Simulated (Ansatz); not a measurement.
Relaxation of Li3⁺ with RKS r2SCAN/def2-TZVP.

```sh
$ ansatz run in.yaml --threads 4 --pin off --events-out ev --progress --plain --max-ram 3916MiB
```

```yaml
crystal:
  periodic: [false, false, false]
  atoms:
    - {symbol: Li, position_ang: [1.468390, 0.155470, 0.336010]}
    - {symbol: Li, position_ang: [-0.411500, -0.637960, -1.297620]}
    - {symbol: Li, position_ang: [-1.056890, 0.482490, 0.961610]}
basis:
  gaussian: {orbitals: def2-TZVP}
total_charge: 1
hamiltonian: {xc: r2scan}
scf: {omitted_lower_state_checks: [starts]}
output: {orbitals: {seedname: orbitals}}
relax: {f_tol: 0.02, max_steps: 100}
```

It took 1.4 s on 4 threads of Arm Neoverse V2 on a shared host.

Positions (Å) and forces (eV/Å) at steps 1, 2, 4 of 4:

```xyz
3
step=1 energy=-607.4841 eV
Li    1.468    0.155    0.336    0.852    0.094    0.203
Li   -0.411   -0.638   -1.298   -0.238   -0.388   -0.790
Li   -1.057    0.482    0.962   -0.614    0.294    0.586
3
step=2 energy=-607.7631 eV
Li    1.651    0.175    0.379    0.143    0.016    0.035
Li   -0.462   -0.721   -1.467   -0.040   -0.066   -0.134
Li   -1.189    0.546    1.087   -0.102    0.050    0.099
3
step=4 energy=-607.7764 eV
Li    1.707    0.182    0.394    0.000    0.000    0.000
Li   -0.478   -0.748   -1.521    0.000    0.000    0.000
Li   -1.229    0.566    1.128    0.000    0.000    0.000
```

The structure comes from a short search, and lower isomers may exist.
